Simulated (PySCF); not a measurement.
From results back to the method.

Compound: C₄H₆N₂.
SMILES: `C=N/C=N\C=C`

The closed-shell ground state was solved 3 times with PySCF (density fitting, gas phase), always with PBE0, in these basis sets: 6-311+G(2d,p), 6-31G* and STO-3G. Geometry: PBE0-D3(BJ)/def2-SVP, one conformer, isolated molecule.

```json
{"row": "P", "total energy (Eh)": "-265.1422", "HOMO (eV)": "-6.31", "LUMO (eV)": "-0.91", "dipole (D)": "2.71"}
{"row": "Q", "total energy (Eh)": "-265.2237", "HOMO (eV)": "-6.61", "LUMO (eV)": "-1.38", "dipole (D)": "2.82"}
{"row": "R", "total energy (Eh)": "-261.8026", "HOMO (eV)": "-4.29", "LUMO (eV)": "1.56", "dipole (D)": "2.21"}
```

Problem. Which basis belongs to which row?

Solution. P = 6-31G*, Q = 6-311+G(2d,p), R = STO-3G. From the lowest total energy up: 6-311+G(2d,p) (198 functions) 0 eV; 6-31G* (96 functions) +2.22 eV; STO-3G (36 functions) +93.09 eV.

Conformer computed: `[CH2:1]=[CH:2]/[N:3]=[CH:4]\[N:5]=[CH2:6]`: C1–C2–N3–C4 -168°, N3–C4–N5–C6 81°.
